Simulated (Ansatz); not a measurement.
```yaml
crystal:
  periodic: [false, false, false]
  atoms:
    - {symbol: C, position_ang: [-0.347123, 1.004183, -0.468478]}
    - {symbol: N, position_ang: [0.421711, 0.313169, -0.229679]}
    - {symbol: C, position_ang: [1.250036, -0.182978, 0.846722]}
    - {symbol: N, position_ang: [-0.690770, -1.195750, -0.274243]}
    - {symbol: H, position_ang: [-1.219939, 1.130277, -1.621464]}
    - {symbol: H, position_ang: [-1.517493, 1.226897, 0.369744]}
    - {symbol: H, position_ang: [-0.047265, 1.437087, -0.788032]}
    - {symbol: H, position_ang: [2.011900, 1.057391, 0.661269]}
    - {symbol: H, position_ang: [1.388570, -0.902687, 1.233357]}
    - {symbol: H, position_ang: [0.221141, 0.021667, 1.764495]}
    - {symbol: H, position_ang: [-1.224886, -1.174180, -1.090957]}
    - {symbol: H, position_ang: [-0.124765, -2.293456, -0.188611]}
basis:
  gaussian: {orbitals: cc-pVTZ, fitting: {mean_field: cc-pVTZ-jkfit}, final_grid: {core_spheres: 8, valence_spheres: 7, degree: 23}}
hamiltonian: {xc: {name: HF}}
relax: {f_tol: 0.0001, max_steps: 2}
```

```sh
$ ansatz run in.yaml --threads 4 --pin off --events-out ev --progress --plain --max-ram 10444MiB
```

Task: How does Ansatz answer? (An estimate is asked.)

Result: Computed: The run did not converge.
```
Functional definition: HF
556 factors; integrals over basis functions are off by at most 7.2e-1 eV
mean field evaluation 1: about -5115.9539 eV, gradient 4.7e1 eV
mean field evaluation 2: about -5119.7162 eV, gradient 3.1e1 eV
mean field evaluation 4: about -5121.9046 eV, gradient 2.3e0 eV
mean field evaluation 8: about -5121.9451 eV, gradient 4.8e-3 eV
mean field -5121.94513566 eV, -188.2280119563 hartree, gradient 1.4e-5 eV, S^2 0.000000; 0 other end points of the search recorded, 0 dependent functions left out
reference -5121.94513566 eV, -188.2280119563 hartree; 17, 17 occupied and 215, 215 virtual orbitals, 556 factors
relax step   1: F+E_penalty+E_count = -5121.94513566 eV  Δ(F+E_penalty+E_count) = +0.000e0 eV  max|allowed force component| = 6.266e1 eV/Å  Δτ_max = 0.0000 Å  (46 SCF iters, accepted)
556 factors; integrals over basis functions are off by at most 7.2e-1 eV
mean field -5139.19887558 eV, -188.8620752033 hartree, gradient 1.8e-5 eV, S^2 0.000000; 0 other end points of the search recorded, 0 dependent functions left out
reference -5139.19887558 eV, -188.8620752033 hartree; 17, 17 occupied and 215, 215 virtual orbitals, 556 factors
relax step   2: F+E_penalty+E_count = -5139.19887558 eV  Δ(F+E_penalty+E_count) = -1.725e1 eV  max|allowed force component| = 1.925e1 eV/Å  Δτ_max = 0.1949 Å  (33 SCF iters, accepted)
Error: geometry relaxation did not converge after 2 steps: max|allowed force component| = 1.93e1 eV/Å (threshold 1.0e-4). Raise `relax.max_steps` over both its present limit and 2, loosen `relax.f_tol`, or start from a geometry closer to equilibrium. Where this run's directory can be resumed (`checkpoint.write`), a resume goes on for up to `relax.max_steps` more
```
